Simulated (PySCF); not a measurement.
Mass spectrum arithmetic for `C#C[C]=[CH+]`

Species: `C#C[C]=[CH+]` [radical].

Calculated from tabulated atomic weights, isotope masses and abundances; no fragmentation.

(1) What are the average molar mass and the monoisotopic mass?

(2) What cluster does the ion itself show when like nominal masses merge?

(3) What resolving power m/Δm just matches the spacing of the species with one 13C and with one 2H?

(4) Give the mass fraction of each element.

(5) Count the protons, neutrons and electrons of the monoisotopic species, and give its exact less its nominal mass.

(6) Which singly substituted isotopologues are there?

(7) What share of all these ions is the monoisotopic species?

## Answers

(1) For [C4H2]+, with standard atomic weights, 4 × 12.011 + 2 × 1.008 = 50.060 g/mol. From the most abundant isotopes (12C, 1H), 4 × 12.000000 + 2 × 1.007825 = 50.0157 u for neutral atoms; the ion's mass is 50.0151 u once 1 electron mass (0.000549 u) is taken off.

(2) 
| nominal mass | m/z (centroid) | relative intensity |
| --- | --- | --- |
| 50 | 50.0151 | 100.0 |
| 51 | 51.0185 | 4.3 |

Cut off at 0.1 %.

(3) They lie 0.00292 u apart at mass 51.02, so m/Δm is about 17000.

(4) C 95.97 %, H 4.03 %.

(5) 26 protons, 24 neutrons and 25 electrons; 50.0157 − 50 = +0.0157 u, electron masses as for neutral atoms.

(6) Intensity in % of the monoisotopic species:

```
isotope  mass shift (u)      m/z  intensity (%)
    13C        +1.00335  51.0185           4.33
     2H        +1.00628  51.0214           0.02
```

Species under 0.02 % are left out.

(7) 0.9893^4 × 0.999885^2 = 95.77 %.
